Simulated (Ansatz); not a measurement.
The input, for Ansatz 0.2.0:

```yaml
crystal:
  periodic: [false, false, false]
  atoms:
    - {symbol: Al, position_ang: [0.000000, -0.665301, -1.332700]}
    - {symbol: P, position_ang: [0.000000, 1.159099, 0.000000]}
    - {symbol: Al, position_ang: [0.000000, -0.665301, 1.332700]}
basis:
  gaussian: {orbitals: cc-pVTZ}
total_charge: 1
magnetization: {spin_polarized: true, initial_magnetization: 4}
hamiltonian: {xc: {name: wB97M-V}}
output: {forces: true, orbitals: {seedname: orbitals}}
```

```sh
$ ansatz run in.yaml --threads 2 --pin off --events-out ev --progress --plain --max-ram 24576MiB --backend cuda --devices 0, --max-vram 18GiB
```

Output:

```
  # Of w^i u^j: cxij and so on, Table III.
  gx(w, u) = 1 - cx + cx01*u + cx10*w
  gss(w, u) = css00 + css04*u^4 + css10*w + css20*w^2 + css43*w^4*u^3
  gos(w, u) = cos00 + cos10*w + (cos20 + cos21*u)*w^2 + (cos60 + cos61*u)*w^6
      + integral(e_c_pw_mod_opposite_spin*gos(b97_w_opposite, b97_u_opposite)) + vv10(b, c)
811 factors; their error is unknown
171 factors; integrals over basis functions are off by at most 2.6e-5 eV
mean field evaluation 1: about -22469.1732 eV, gradient 1.7e1 eV
mean field evaluation 2: about -22470.2692 eV, gradient 1.3e1 eV
mean field evaluation 4: about -22471.5044 eV, gradient 6.3e-1 eV
mean field evaluation 8: about -22471.5189 eV, gradient 3.8e-2 eV
mean field evaluation 16: about -22471.5816 eV, gradient 2.4e-4 eV
mean field -22471.58158827 eV, -825.8153915837 hartree, gradient 5.0e-5 eV, S^2 6.008516; 1 other end points of the search recorded, 0 dependent functions left out
the calculation of the forces begins
reference -22471.58162501 eV, -825.8153929338 hartree; 22, 18 occupied and 80, 84 virtual orbitals, 811 factors
Total energy: -22471.58162501 eV, -825.8153929338 hartree
Atom 0 at     0.000000    -0.665301    -1.332700 Å, force     0.000000    -1.071369    -1.441195 eV/Å
Atom 1 at     0.000000     1.159099     0.000000 Å, force    -0.000000     2.142739     0.000000 eV/Å
Atom 2 at     0.000000    -0.665301     1.332700 Å, force     0.000000    -1.071369     1.441195 eV/Å
Dipole moment:     0.000000    -0.433252    -0.000000 e Å
```

Forces (eV/Å):
```
Al   0.000 -1.071 -1.441
P    0.000  2.143  0.000
Al   0.000 -1.071  1.441
```

Ran on 2 threads of AMD EPYC 7R13 with a shared H100 80 GB, shared host: 11 s wall, 0.87 GiB peak host memory.
